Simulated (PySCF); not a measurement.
Cl₂ from Hartree–Fock to correlated methods

State: ¹Σg⁺ (singlet), closed shell. Set-up: Cl def2-SVPD; no relativity (PySCF 2.14). De refers to Cl + Cl in their high-spin ground configurations, without counterpoise correction.

```tsv
Level	Re (Å)	ωe (cm⁻¹)	De (eV)
RHF	2.021	563	0.464
RHF-MP2	2.053	504	1.91
RHF-SCS-MP2	2.064	492	1.82
RHF-CCSD	2.068	487	1.68
RHF-CCSD(T)	2.082	465	1.82
PBE	2.059	487	2.52
BLYP	2.095	458	2.25
r²SCAN	2.046	501	2.26
PBE0	2.029	526	2.23
MN15	2.020	530	2.33
BHandHLYP	2.031	535	1.73
```

Question: Which functional lies closest to RHF-CCSD(T) in De, which farthest, and by how much do they differ from it?

Answer: Closest is BHandHLYP (-5.1 pm in Re, +15.1 % in ωe, -0.09 eV in De against RHF-CCSD(T) in the same basis), farthest PBE (-2.3 pm in Re, +4.7 % in ωe, +0.70 eV in De). CCSD(T) converges more slowly with the basis than the functionals do and binds too weakly in this one, so the order can change at the basis-set limit.

Question: What does a quarter of exact exchange do here, going from PBE to PBE0?

Answer: PBE0 less PBE: -3.0 pm in Re, +8.0 % in ωe, -0.29 eV in De. Exact exchange removes part of the self-interaction that spreads semilocal densities, and in most molecules shortens and stiffens the bond and lowers De; so it does here.

Question: What does second-order correlation do here, going from RHF to RHF-MP2?

Answer: RHF-MP2 less RHF: +3.2 pm in Re, -10.5 % in ωe, +1.45 eV in De. Correlation nearly always deepens the well. The bond lengthens, as in strong covalent bonds, where excitations into antibonding orbitals dominate.

Measured (Huber and Herzberg, Constants of Diatomic Molecules (1979)): Re = 1.9879 Å, ωe = 559.72 cm⁻¹.

Correlated steps freeze 10 core orbitals. Correlated levels converge slowly with the basis: in double zeta they bind strong bonds too weakly, by up to about 1 eV, and carry superposition errors of some tenths. Where the molecule has an RHF reference, its open-shell atoms are computed with UHF.

The whole job (state search and all levels along the bond) took about 0.62 min on 1 thread of AMD EPYC 9R14 (shared host), peak memory 0.59 GiB.
